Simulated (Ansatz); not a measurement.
Born–Oppenheimer molecular dynamics of CH8BN (11 atoms, charge 0, multiplicity 1). It starts at the highest image of a converged band. Of that band: Neighbouring images differ by up to 2.1 eV, so the band resolves the path poorly. A vibrational analysis at the climbing image gives one clearly imaginary mode, 1475i cm⁻¹: a first-order saddle point.

These are results of RKS CAM-B3LYP-D4/def2-SVP (Ansatz), not measurements.

- ensemble: NVE (velocity Verlet)
- time step: 0.5 fs
- steps asked: 200
- starting velocities drawn for: 300 K
- seed: 2850

First frame:

```xyz
11
Properties=species:S:1:pos:R:3
B -0.059 -0.481 0.272
C -0.037 0.167 1.991
H -0.937 0.127 2.626
H 0.861 0.012 2.608
H 0.016 1.185 1.585
H 1.014 -0.160 -0.186
H -1.057 -0.006 -0.223
N -0.199 -2.023 0.558
H -1.054 -2.478 0.259
H 0.617 -2.601 0.384
H -0.168 -1.108 1.546
```

Question: How far do the bonds stretch over the last three quarters of this one trajectory? (Pairs bonded in most of those frames.)

Answer: 
| bond | mean (Å) | spread (Å) | shortest | longest |
| --- | --- | --- | --- | --- |
| B1–C2 | 1.612 | 0.065 | 1.49 | 1.70 |
| B1–H6 | 1.232 | 0.050 | 1.15 | 1.31 |
| B1–H7 | 1.224 | 0.008 | 1.21 | 1.25 |
| B1–N8 | 1.832 | 0.130 | 1.60 | 2.02 |
| C2–H3 | 1.108 | 0.010 | 1.09 | 1.13 |
| C2–H4 | 1.107 | 0.011 | 1.09 | 1.13 |
| C2–H5 | 1.108 | 0.024 | 1.06 | 1.16 |
| N8–H9 | 1.036 | 0.037 | 0.97 | 1.11 |
| N8–H10 | 1.035 | 0.035 | 0.98 | 1.12 |
| N8–H11 | 1.035 | 0.051 | 0.94 | 1.11 |

Mean temperature of the second half: 962 K. The conserved energy stayed within 0.33 meV per atom of its start (net change -0.17 meV per atom), so the integration is sound. The kinetic energy rose, since the run started high on the potential surface and went downhill. A run of 0.1 ps of so small a system gives no equilibrium averages. The orbitals stay closed-shell, which can raise the energy where a bond breaks towards radicals; this wasn't checked here.

The run took 7.8 min on 2 threads of Arm Neoverse N1 (shared host), peak memory 0.22 GiB.
